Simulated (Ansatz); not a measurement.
Input for Ansatz (development build ahead of 0.2.0):

```yaml
crystal:
  periodic: [false, false, false]
  atoms:
    - { symbol: B, position_ang: [0.0, 0.0, -0.9635] }
    - { symbol: Al, position_ang: [0.0, 0.0, 0.9635] }
basis:
  gaussian: { orbitals: "6-31G" }
magnetization:
  spin_polarized: true
  initial_magnetization: 2
hamiltonian:
  xc: hf
correlation:
  method: bccd_t
  frozen_orbitals: { Al: 5, B: 1 }
```

The input is written out in the form of the current development build from the run's settings.

The run gave:

```
Converged                               : yes
Reference energy (starting determinant) : -266.40621 hartree
Correlation energy                      : -0.08482 hartree
Total energy                            : -266.49103 hartree
```
